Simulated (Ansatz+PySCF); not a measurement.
A calculation with PySCF 2.14.0.

```python
from pyscf import gto, scf, mp

mol = gto.M(atom="""
O 0.000000 0.000000 -0.287190
H 0.000000 1.810020 1.148760
H 0.000000 -1.810020 1.148760
""", basis='6-31g', charge=0, spin=0)
mf = scf.UHF(mol)
mf.kernel()
pt = mp.MP2(mf, frozen=1).run()
print(mf.e_tot, pt.e_corr, pt.e_tot)
```

The script is written out from the run's settings.

The run gave:

```
Converged          : yes
Reference energy   : -75.46084 hartree
Correlation energy : -0.32351 hartree
Total energy       : -75.78434 hartree
```

This is not the lowest solution: another run reaches a determinant 8.62 eV lower. Caution: large share of triples, a single reference is doubtful.
